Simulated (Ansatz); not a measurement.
Rubidium, bcc: convergence with Gaussian smearing

Computed with Ansatz, PBE, scalar-relativistic PAW, on the relaxed cell (a = 5.672 Å; spin not included). Errors count from a run at 420 eV on a Γ-centred 13×13×13 mesh with Fermi-Dirac smearing of 0.1 eV, extrapolated to zero width. Fixed here: cutoff 420 eV, mesh 8×8×8. The SCF starts from atomic densities corrected by a trained network.

| width (eV) | E(σ→0) error (meV/atom) | F error (meV/atom) | P (GPa) | SCF iterations |
| --- | --- | --- | --- | --- |
| 0.01 | 7.3 | 7.1 | 0.01 | 6 |
| 0.03 | 7.0 | 6.5 | 0.01 | 6 |
| 0.1 | 6.6 | 2.8 | 0.01 | 6 |
| 0.2 | 4.6 | -6.5 | 0.01 | 6 |
| 0.3 | 2.7 | -19.4 | 0.01 | 6 |
| 0.6 | -1.2 | -80.9 | 0.04 | 6 |

Question: What does the run at 1.0 give (width)?

Answer: E(σ→0) error (meV/atom): -3.6; F error (meV/atom): -221.3; P (GPa): 0.13; SCF iterations: 6.
